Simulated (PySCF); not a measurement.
F2, SMILES FF. The structure is a stationary point at r2SCAN-D4/def2-TZVPD.

These are PySCF 2.14.0 with r2SCAN-D4/def2-TZVPD values and carry that method's errors.

Harmonic wavenumbers (cm⁻¹): 1046. Rotational constants (GHz): 27.21 (linear); symmetry number 2.

Task: Work out the zero-point energy and the ideal-gas rigid-rotor harmonic-oscillator thermochemistry at 298.15 K and 1 atm.

Result: ZPE = ½ Σ hcν = ½ × 1046 cm⁻¹ = 1.50 kcal/mol. H − E(el) = 3.59 kcal/mol. Entropy in cal/(mol K): translation 36.83, rotation 11.40, vibration 0.08, total 48.31. G − E(el) = -10.82 kcal/mol. Cp = 7.28 cal/(mol K).
